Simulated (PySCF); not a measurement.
# C4H10N radical: open-shell or spin-flip excitations

Wanted: open-shell or spin-flip excitations for C4H10N radical (`CN[C](C)C`).

Computed with PySCF 2.14.0 and routines of our own; the level stands in each step. Atoms count from 0.

## (1) The starting structure

15 atoms, charge 0, multiplicity 2; geometry from: GFN2-xTB.

## (2) Open-shell or spin-flip excitations: unrestricted TDA wB97X-D/def2-SVPD

Job settings and geometry (Å):

```
{"job": {"kind": "uabs", "xc": "wB97X-D", "basis": "def2-SVPD", "nstates": 10, "tda": true}, "charge": 0, "multiplicity": 2}
C      1.928487     0.435859    -0.395407
N      0.931360    -0.494676     0.075558
C     -0.391502    -0.063814     0.276865
C     -1.276213    -1.023248     1.000860
C     -1.001781     0.828024    -0.753242
H      1.615049     0.846050    -1.353730
H      2.106744     1.270187     0.298213
H      2.865299    -0.101902    -0.538856
H      1.262024    -1.054309     0.852030
H     -1.648127    -1.825399     0.348333
H     -2.144263    -0.502213     1.403102
H     -0.745186    -1.494462     1.828091
H     -0.471190     1.778083    -0.827646
H     -2.033838     1.038364    -0.483978
H     -1.001277     0.371445    -1.752106
```

Method: unrestricted TDA wB97X-D/def2-SVPD, vertical, gas phase, core orbitals frozen in the response.

Command:

```sh
OMP_NUM_THREADS=1 python excited_run.py task.json out
```

One launch serves the whole session: the jobs run in the order shown.

Standard output:

```text
coarse grid: 11608 points
cycle   1  E = -212.8778775088  dE =  4.799e-01  |g| = 1.861e-01  |ddm| = 3.731e+00
cycle   2  E = -212.8946610683  dE = -1.678e-02  |g| = 1.131e-01  |ddm| = 6.477e-01
cycle   3  E = -212.9009787504  dE = -6.318e-03  |g| = 2.706e-02  |ddm| = 2.473e-01
cycle   4  E = -212.9015087629  dE = -5.300e-04  |g| = 1.122e-02  |ddm| = 1.199e-01
cycle   5  E = -212.9016029563  dE = -9.419e-05  |g| = 4.897e-03  |ddm| = 3.985e-02
cycle   6  E = -212.9016313444  dE = -2.839e-05  |g| = 1.633e-03  |ddm| = 4.038e-02
cycle   7  E = -212.9016370534  dE = -5.709e-06  |g| = 9.019e-04  |ddm| = 1.958e-02
final grid: 109544 points
cycle   8  E = -212.9325890918  dE = -9.178e-05  |g| = 3.827e-03  |ddm| = 8.592e-02
cycle   9  E = -212.9325916319  dE = -2.540e-06  |g| = 3.551e-03  |ddm| = 1.904e-02
cycle  10  E = -212.9325969636  dE = -5.332e-06  |g| = 5.042e-04  |ddm| = 6.146e-03
cycle  11  E = -212.9325971552  dE = -1.917e-07  |g| = 2.309e-04  |ddm| = 3.745e-03
cycle  12  E = -212.9325972004  dE = -4.516e-08  |g| = 7.363e-05  |ddm| = 1.672e-03
cycle  13  E = -212.9325972097  dE = -9.345e-09  |g| = 3.077e-05  |ddm| = 1.014e-03
cycle  14  E = -212.9325972113  dE = -1.564e-09  |g| = 1.065e-05  |ddm| = 5.226e-04
cycle  15  E = -212.9325972115  dE = -1.884e-10  |g| = 4.546e-06  |ddm| = 1.465e-04
converged SCF energy = -212.9325972115

Static polarisability (au): isotropic 61.482, principal 52.787 61.065 70.595

<S^2> of the reference = 0.7542 (exact 0.7500)

Excitations
state   eV       nm        f      <S^2>   main configurations
  1   3.8045    325.9   0.00036   0.794   Ha->La 0.88
  2   4.7491    261.1   0.00069   0.794   Ha->L+2a 0.80
  3   4.8712    254.5   0.01372   0.796   Ha->L+1a 0.87
  4   5.4624    227.0   0.05624   0.784   Ha->L+4a 0.77, Hb->Lb 0.12
  5   5.7254    216.6   0.01513   0.784   Ha->L+3a 0.67, Ha->L+5a 0.17
  6   5.7889    214.2   0.09565   0.780   Hb->Lb 0.75, Ha->L+4a 0.11
  7   6.0332    205.5   0.00307   0.785   Ha->L+5a 0.60, Ha->L+3a 0.16, Ha->L+6a 0.14
  8   6.2173    199.4   0.01361   0.789   Ha->L+6a 0.75, Ha->L+5a 0.13
  9   6.4621    191.9   0.01411   0.795   Ha->L+7a 0.80, Ha->L+8a 0.10
 10   6.7397    184.0   0.00096   0.794   Ha->L+8a 0.73, Ha->L+7a 0.10
```

It took 42 s on 1 thread of Intel Xeon Platinum 8488C, shared host; peak memory 0.63 GiB.

From this job:

```
quantity  value
    ⟨S²⟩  0.754
```

Löwdin spin populations:

C0 0.01; N1 0.19; C2 0.58; C3 0.05; C4 0.05; H5 0.00; H6 0.01; H7 0.00; H8 0.01; H9 0.03; H10 0.01; H11 0.00; H12 0.01; H13 0.00; H14 0.03

With diffuse functions Löwdin's scheme smears the spin, so small populations can have the wrong sign.

## (3) Open-shell or spin-flip excitations: unrestricted TDA wB97X-D/6-31+G*

The job, as its differences from that of step 2:

```diff
@@ -1,2 +1,2 @@
-{"job": {"kind": "uabs", "xc": "wB97X-D", "basis": "def2-SVPD", "nstates": 10, "tda": true}, "charge": 0, "multiplicity": 2}
+{"job": {"kind": "uabs", "xc": "wB97X-D", "basis": "6-31+G*", "nstates": 10, "tda": true}, "charge": 0, "multiplicity": 2}
 C      1.928487     0.435859    -0.395407
```

Level: unrestricted TDA wB97X-D/6-31+G*, vertical, gas phase, core orbitals frozen in the response.

Standard output:

```text
coarse grid: 11608 points
cycle   1  E = -213.0910521124  dE =  5.357e-01  |g| = 1.969e-01  |ddm| = 2.955e+00
cycle   2  E = -213.1087623378  dE = -1.771e-02  |g| = 1.211e-01  |ddm| = 1.136e+00
cycle   3  E = -213.1161083304  dE = -7.346e-03  |g| = 2.664e-02  |ddm| = 3.769e-01
cycle   4  E = -213.1166194915  dE = -5.112e-04  |g| = 1.152e-02  |ddm| = 1.639e-01
cycle   5  E = -213.1167160689  dE = -9.658e-05  |g| = 4.779e-03  |ddm| = 2.980e-02
cycle   6  E = -213.1167437999  dE = -2.773e-05  |g| = 1.609e-03  |ddm| = 2.443e-02
cycle   7  E = -213.1167493719  dE = -5.572e-06  |g| = 8.953e-04  |ddm| = 1.528e-02
final grid: 109544 points
cycle   8  E = -213.0723272839  dE = -1.041e-04  |g| = 5.289e-03  |ddm| = 5.628e-02
cycle   9  E = -213.0723320789  dE = -4.795e-06  |g| = 4.761e-03  |ddm| = 2.805e-02
cycle  10  E = -213.0723419108  dE = -9.832e-06  |g| = 6.202e-04  |ddm| = 1.035e-02
cycle  11  E = -213.0723421208  dE = -2.100e-07  |g| = 2.834e-04  |ddm| = 2.147e-03
cycle  12  E = -213.0723421866  dE = -6.579e-08  |g| = 6.322e-05  |ddm| = 9.562e-04
cycle  13  E = -213.0723421940  dE = -7.437e-09  |g| = 2.647e-05  |ddm| = 4.215e-04
cycle  14  E = -213.0723421954  dE = -1.330e-09  |g| = 9.179e-06  |ddm| = 2.643e-04
cycle  15  E = -213.0723421955  dE = -1.149e-10  |g| = 4.003e-06  |ddm| = 6.274e-05
converged SCF energy = -213.0723421955

Static polarisability (au): isotropic 58.310, principal 51.932 56.838 66.160

<S^2> of the reference = 0.7539 (exact 0.7500)

Excitations
state   eV       nm        f      <S^2>   main configurations
  1   3.4224    362.3   0.00018   0.794   Ha->La 0.90
  2   4.2485    291.8   0.00193   0.786   Ha->L+1a 0.76, Ha->L+2a 0.14
  3   4.4460    278.9   0.00902   0.792   Ha->L+2a 0.73, Ha->L+1a 0.15
  4   4.5411    273.0   0.06899   0.786   Ha->L+3a 0.68, Ha->L+4a 0.20
  5   4.9474    250.6   0.00317   0.783   Ha->L+4a 0.61, Ha->L+3a 0.18, Ha->L+5a 0.11
  6   5.2371    236.7   0.00096   0.786   Ha->L+5a 0.76
  7   5.4384    228.0   0.00613   0.789   Ha->L+6a 0.63, Ha->L+7a 0.21
  8   5.5068    225.1   0.00508   0.780   Ha->L+7a 0.52, Ha->L+6a 0.28
  9   5.6000    221.4   0.03334   0.779   Ha->L+8a 0.60, Hb->Lb 0.19
 10   5.7751    214.7   0.07122   0.787   Hb->Lb 0.60, Ha->L+8a 0.25
```

It took 19 s on 1 thread of Intel Xeon Platinum 8488C, shared host; peak memory 0.57 GiB.

Key values:

```
quantity  value
    ⟨S²⟩  0.754
```

## (4) Results

```
                                                                                          quantity                        value
lowest and brightest state of nearly pure spin, of 10 (step 2, unrestricted TDA wB97X-D/def2-SVPD)  3.80 eV; 5.79 eV, f = 0.096
  lowest and brightest state of nearly pure spin, of 10 (step 3, unrestricted TDA wB97X-D/6-31+G*)  3.42 eV; 5.78 eV, f = 0.071
```

**Reading.** The lowest state of nearly pure spin runs from 3.42 to 3.80 eV over the runs.
